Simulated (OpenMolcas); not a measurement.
# singlet CH4FSi−: levels of theory compared

Aim: a comparison of 6 runs (HF/6-311+G**, B2PLYP/6-311+G**, M06-2X/6-311+G**, TPSS/6-311+G**, r2SCAN/6-311+G**, revPBE/6-311+G**) of singlet CH4FSi−. 

The results are computed with OpenMolcas 26.06.

1 further run of the same task is left out (set aside as unsound or not needed).

## (1) The system as given

CH4FSi−: 7 atoms, total charge -1, spin state singlet. SMILES of the parent species: `[CH2][SiH2]F`. Geometry: relaxed at PBE0-D4/def2-TZVP. This is one conformer, not always the lowest. That shape belongs to the parent species and isn't relaxed for this state.

Bond lengths: C1–Si2 1.828 Å, Si2–F3 1.601 Å, C1–H4 1.085 Å, C1–H5 1.086 Å, Si2–H6 1.486 Å, Si2–H7 1.486 Å. Angles: C1–Si2–F3 109.0°, C1–Si2–H6 111.6°, C1–Si2–H7 111.7°, F3–Si2–H6 107.8°, F3–Si2–H7 107.6°, Si2–C1–H4 122.6°, Si2–C1–H5 122.3°, H6–Si2–H7 109.0°, H4–C1–H5 115.1°.

## (2) The energy at HF/6-311+G(d,p) (run 1)

calc.inp

```
&gateway
  baslib=$CurrDir
  coord
  7
  angstrom
  C       -0.871900       0.281100      -0.615800
  Si       0.588600      -0.157300       0.392500
  F        0.652600      -1.749500       0.550500
  H       -1.536000      -0.466000      -1.038500
  H       -1.136000       1.310700      -0.837900
  H        0.509900       0.430600       1.755300
  H        1.854000       0.282500      -0.251700
  basis=6-311pGss
  group=NoSym

&seward

&scf
  charge=-1
  thresholds=1e-10 1e-07 1e-07 1e-05
  prorbitals=1 2
```

The basis set 6-311+G** is read from a file made from the Basis Set Exchange's data (not shown).

Command:

```sh
export MOLCAS_MEM=1860
pymolcas calc.inp > calc.log
```

The log of the run:

```text
--- Start Module: gateway ---
[...]
--- Stop Module: gateway /rc=_RC_ALL_IS_WELL_ ---
--- Start Module: seward ---
[...]
      Basis functions           98
--- Stop Module: seward /rc=_RC_ALL_IS_WELL_ ---
[...]
--- Start Module: scf ---
[...]
       Convergence after  17 Iterations
[...]
::    Total SCF energy                               -428.6129187894
[...]
      Total spin, S                                     0.0000000000
[...]
      Total electronic charge=   34.000000
      Total            charge=   -1.000000
[...]
      Dipole Moment (debye):
      Origin of the operator (angstrom)=    0.2871   -0.5189    0.2170
                   X=  3.3305E+00               Y= -1.7810E+00               Z=  2.3535E+00           Total=  4.4500E+00
      Center of Charge (angstrom)
[...]
--- Stop Module: scf /rc=_RC_ALL_IS_WELL_ ---
[...]
```

Run time: 20 s. Hardware: 1 thread of AMD EPYC 7R43 (Zen 3), shared host; peak memory 0.54 GiB.

## (3) The energy at B2PLYP/6-311+G(d,p) (run 2)

run.inp

```
* CH4FSi Kohn-Sham DFT

&GATEWAY
 BasLib=$CurrDir
 Coord
 7
 angstrom
 C       -0.871900       0.281100      -0.615800
 Si       0.588600      -0.157300       0.392500
 F        0.652600      -1.749500       0.550500
 H       -1.536000      -0.466000      -1.038500
 H       -1.136000       1.310700      -0.837900
 H        0.509900       0.430600       1.755300
 H        1.854000       0.282500      -0.251700
 Basis=6-311pGss
 Group=NoSym

&SEWARD
 GridInput
 Grid=UltraFine
 End of Grid

&SCF
 Charge=-1
 KSDFT=B2PLYP_SCF
 Thresholds=1e-10 1e-07 1e-07 1e-05
 PrOrbitals=1 1

&MBPT2
 Frozen=7
```

The basis set 6-311+G** is read from a file made from the Basis Set Exchange's data (not shown).

Command:

```sh
export MOLCAS_MEM=1860
pymolcas run.inp > run.log
```

The log of the run:

```text
--- Start Module: gateway ---
[...]
--- Stop Module: gateway /rc=_RC_ALL_IS_WELL_ ---
[...]
      Basis functions           98
[...]
--- Start Module: scf ---
[...]
       Convergence after  17 Iterations
[...]
::    Total KS-DFT energy                            -429.5207150910
[...]
      Total spin, S                                     0.0000000000
[...]
      Total electronic charge=   34.000000
      Total            charge=   -1.000000
[...]
      Dipole Moment (debye):
      Origin of the operator (angstrom)=    0.2871   -0.5189    0.2170
                   X=  3.2278E+00               Y= -1.8104E+00               Z=  2.2877E+00           Total=  4.3509E+00
      Center of Charge (angstrom)
[...]
--- Stop Module: scf /rc=_RC_ALL_IS_WELL_ ---
[...]
--- Start Module: mbpt2 ---
[...]
 ###    WARNING: MP2 implementation intended for RHF references only         ###
 ###############################################################################
MBPT2 WARNING: Reference function according to RunFile:KS-DFT
I'll assume you know what you're doing and continue
WARNING!
Default frozen orbitals as non valence orbitals is overwritten by user input.
Default values:   4
[...]
       Reference weight ( Cref**2 )         =        0.81146
::    Total MBPT2 energy                             -430.1007321166
[...]
      Total MBPT2 calculations                           0.63      0.71
--- Stop Module: mbpt2 /rc=_RC_ALL_IS_WELL_ ---
[...]
```

Run time: 45 s. Hardware: 1 thread of AMD EPYC 7R43 (Zen 3), shared host; peak memory 0.54 GiB.

Runs 3 to 4 aren't shown in full; the table further down has their settings and results.

## (4) A single-point energy at r2SCAN/6-311+G(d,p) (run 5)

test.inp

```
&GATEWAY
 BasLib=$CurrDir
 Coord
 7
 angstrom
 C       -0.871900       0.281100      -0.615800
 Si       0.588600      -0.157300       0.392500
 F        0.652600      -1.749500       0.550500
 H       -1.536000      -0.466000      -1.038500
 H       -1.136000       1.310700      -0.837900
 H        0.509900       0.430600       1.755300
 H        1.854000       0.282500      -0.251700
 Basis=6-311pGss
 Group=NoSym

&SEWARD
 GridInput
 Grid=UltraFine
 End of Grid

&SCF
 Charge=-1
 KSDFT=2
 1.0 MGGA_X_R2SCAN
 1.0 MGGA_C_R2SCAN
 Thresholds=1e-10 1e-07 1e-07 1e-05
 PrOrbitals=1 1
```

The basis set 6-311+G** is read from a file made from the Basis Set Exchange's data (not shown).

Command:

```sh
export MOLCAS_MEM=1860
pymolcas test.inp > test.log
```

The log of the run:

```text
--- Start Module: gateway ---
[...]
--- Stop Module: gateway /rc=_RC_ALL_IS_WELL_ ---
--- Start Module: seward ---
[...]
      Basis functions           98
--- Stop Module: seward /rc=_RC_ALL_IS_WELL_ ---
[...]
--- Start Module: scf ---
[...]
       Convergence after  21 Iterations
[...]
::    Total KS-DFT energy                            -429.8246404428
[...]
      Total spin, S                                     0.0000000000
[...]
      Total electronic charge=   34.000000
      Total            charge=   -1.000000
[...]
      Dipole Moment (debye):
      Origin of the operator (angstrom)=    0.2871   -0.5189    0.2170
                   X=  3.0831E+00               Y= -1.9028E+00               Z=  2.1951E+00           Total=  4.2361E+00
      Center of Charge (angstrom)
[...]
--- Stop Module: scf /rc=_RC_ALL_IS_WELL_ ---
[...]
```

Run time: 65 s. Hardware: 1 thread of AMD EPYC 7R43 (Zen 3), shared host; peak memory 0.54 GiB.

## (5) A single-point energy at revPBE/6-311+G(d,p) (run 6)

calc.input

```
* CH4FSi Kohn-Sham DFT
>>> EXPORT MOLCAS_PRINT=2
&GATEWAY
BasLib=$CurrDir
BasisSet
C.6-311pGss....
C1 -0.871900 0.281100 -0.615800 angstrom
End of Basis
BasisSet
Si.6-311pGss....
Si2 0.588600 -0.157300 0.392500 angstrom
End of Basis
BasisSet
F.6-311pGss....
F3 0.652600 -1.749500 0.550500 angstrom
End of Basis
BasisSet
H.6-311pGss....
H4 -1.536000 -0.466000 -1.038500 angstrom
H5 -1.136000 1.310700 -0.837900 angstrom
H6 0.509900 0.430600 1.755300 angstrom
H7 1.854000 0.282500 -0.251700 angstrom
End of Basis
&SEWARD
GridInput
Grid=UltraFine
End of Grid
&SCF
Charge=-1
KSDFT=revPBE
Thresholds=1e-10 1e-07 1e-07 1e-05
PrOrbitals=1 1
```

The basis set 6-311+G** is read from a file made from the Basis Set Exchange's data (not shown).

Command:

```sh
export MOLCAS_MEM=1860
pymolcas calc.input > calc.log
```

The log of the run:

```text
--- Start Module: gateway ---
[...]
--- Stop Module: gateway /rc=_RC_ALL_IS_WELL_ ---
--- Start Module: seward ---
[...]
      Basis functions           98
--- Stop Module: seward /rc=_RC_ALL_IS_WELL_ ---
[...]
--- Start Module: scf ---
[...]
       Convergence after  22 Iterations
[...]
::    Total KS-DFT energy                            -429.8093761600
[...]
      Total spin, S                                     0.0000000000
[...]
      Total electronic charge=   34.000000
      Total            charge=   -1.000000
[...]
      Dipole Moment (debye):
      Origin of the operator (angstrom)=    0.2871   -0.5189    0.2170
                   X=  3.0468E+00               Y= -1.9380E+00               Z=  2.1779E+00           Total=  4.2169E+00
      Center of Charge (angstrom)
[...]
--- Stop Module: scf /rc=_RC_ALL_IS_WELL_ ---
[...]
```

Run time: 51 s. Hardware: 1 thread of AMD EPYC 7R43 (Zen 3), shared host; peak memory 0.54 GiB.

## (6) All runs side by side

```csv
run,level,frozen core orbitals,integration grid,energy (Eh),HOMO energy (eV),LUMO energy (eV),HOMO–LUMO gap (eV),wall time
1,HF/6-311+G**,–,–,-428.612919,-1.08,5.18,6.26,20 s
2,B2PLYP/6-311+G**,7,UltraFine,-429.677320,0.30,4.46,4.15,45 s
3,M06-2X/6-311+G**,–,UltraFine,-429.842042,0.10,4.00,3.90,58 s
4,TPSS/6-311+G**,–,UltraFine,-429.958349,2.03,3.72,1.68,68 s
5,r2SCAN/6-311+G**,–,UltraFine,-429.824640,1.89,4.22,2.32,65 s
6,revPBE/6-311+G**,–,UltraFine,-429.809376,2.07,3.54,1.46,51 s
```

## (7) What came out

| quantity | value |
| --- | --- |
| run 6: total energy | -429.80938 Eh |
| run 6: HOMO energy | 2.07 eV |
| run 6: LUMO energy | 3.54 eV |
| run 6: HOMO–LUMO gap (to an unbound level, set by the basis) | 1.46 eV |

In words: The HOMO–LUMO gap runs from 1.46 eV (revPBE/6-311+G**) to 6.26 eV (HF/6-311+G**). Exact exchange widens orbital gaps. The empty levels of an anion lie above zero and hang on the basis. For B2PLYP the log adds the whole second-order term; the table takes 0.27 of it, as the functional is defined. Totals of different functionals can't be ranked against each other. In runs 2, 3, 4, 5, 6 the HOMO lies above zero, so the outermost electron may be held by the basis alone. All runs together took 5.1 min, the longest 68 s.
